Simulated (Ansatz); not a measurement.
The input, for Ansatz 0.2.0:

```yaml
crystal:
  periodic: [false, false, false]
  atoms:
    - {symbol: B, position_ang: [0.000000, 0.000000, 0.000000]}
    - {symbol: O, position_ang: [0.000000, 0.000000, 1.497000]}
basis:
  gaussian: {orbitals: 6-31G}
magnetization: {spin_polarized: true, initial_magnetization: 1}
correlation: {method: ccsdtq, electrons: outside_noble_gas}
```

```sh
$ ansatz run in.yaml --threads 1 --pin off --events-out ev --progress --plain --max-ram 2393MiB
```

The program prints:

```
340 factors; integrals over basis functions are off by at most 1.5e-7 eV
mean field evaluation 1: about -2699.6383 eV, gradient 2.9e1 eV
mean field evaluation 2: about -2699.6419 eV, gradient 2.9e1 eV
mean field evaluation 4: about -2704.4090 eV, gradient 2.6e0 eV
mean field evaluation 8: about -2704.5348 eV, gradient 2.5e-1 eV
mean field evaluation 16: about -2704.6786 eV, gradient 9.3e-2 eV
mean field evaluation 32: about -2704.2461 eV, gradient 2.1e0 eV
mean field evaluation 64: about -2704.5949 eV, gradient 1.1e0 eV
mean field evaluation 96: about -2704.7016 eV, gradient 1.2e-1 eV
mean field evaluation 128: about -2704.8719 eV, gradient 3.3e-1 eV
mean field evaluation 160: about -2704.0305 eV, gradient 5.3e0 eV
...
cycle  19  -5.77051432 eV  change    4.0e-5 eV  update   4.4e-5
cycle  20  -5.77052192 eV  change   -7.6e-6 eV  update   2.4e-5
cycle  21  -5.77053396 eV  change   -1.2e-5 eV  update   1.6e-5
cycle  22  -5.77056239 eV  change   -2.8e-5 eV  update   1.1e-5
cycle  23  -5.77060404 eV  change   -4.2e-5 eV  update   9.1e-6
cycle  24  -5.77061923 eV  change   -1.5e-5 eV  update   5.1e-6
cycle  25  -5.77062704 eV  change   -7.8e-6 eV  update   2.5e-6
cycle  26  -5.77062886 eV  change   -1.8e-6 eV  update   1.6e-6
cycle  27  -5.77063011 eV  change   -1.2e-6 eV  update   1.3e-6
cycle  28  -5.77063064 eV  change   -5.3e-7 eV  update   5.7e-7
Total energy: -2710.54047943 eV, -99.6105253488 hartree
```

For the same geometry and basis full CI lies 4.5 meV higher.

Ran on 1 thread of Arm Neoverse V1, shared host: 38 s wall, 0.3 GiB peak host memory.
